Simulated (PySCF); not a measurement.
# A search over the determinants of CO

Unrestricted PBE0; C jorge-DZP-DKH, O jorge-DZP-DKH; spin-free X2C with a Gaussian nucleus (PySCF 2.14). Outer shells of the fragments: C 2s2 2p2; O 2s2 2p4.

Followed along the bond (rough minima from three points):

```json
{"2Ms+1": "1", "unpaired": "none", "⟨S²⟩ at the start": "0.00", "R at minimum (Å)": "1.14", "Te (eV)": "0.00"}
{"2Ms+1": "3", "unpaired": "σ ↑, π ↑", "⟨S²⟩ at the start": "2.03", "R at minimum (Å)": "1.21", "Te (eV)": "5.60"}
```

Solutions found at the starting distance of 1.310 Å, counted from the lowest of them; the search is not exhaustive and high or unbound solutions are not listed, so other states can lie among these:

| 2Ms+1 | unpaired | term | E (eV) | ⟨S²⟩ | ⟨Lz²⟩ | μ (D) |
| --- | --- | --- | --- | --- | --- | --- |
| 1 | none | ¹Σ⁺ | 0.00 | 0.00 | 0.00 | -0.56 |
| 3 | σ ↑, π ↑ | ³Π | 4.68 | 2.03 | 1.00 | -1.64 |
| 3 | π ↑↑ | mixed | 5.44 | 2.01 | 2.01 | 1.15 |
| 3 | π ↑↑ | mixed | 6.10 | 2.01 | 2.00 | 0.95 |
| 5 | σ ↑, π ↑↑↑ | ⁵Π | 8.69 | 6.00 | 1.00 | -0.30 |

A term symbol is given only where ⟨S²⟩ and ⟨Lz²⟩ are close to those of a pure state; real π, δ and φ orbitals otherwise mix terms. A positive dipole means C(−)O(+).

Q: Compare the gap between the two lowest followed solutions at the starting distance with the gap between their minima.

A: At PBE0 the second solution (triplet, unpaired electrons σ ↑, π ↑) lies +4.68 eV from the first (singlet, closed shell) at 1.310 Å and +5.60 eV at the minima; the two curves relax by different amounts, since their minima lie near 1.21 and 1.14 Å.

Counting both spins, an empty level lies below a filled one in some of these solutions, because spin and occupation are held.
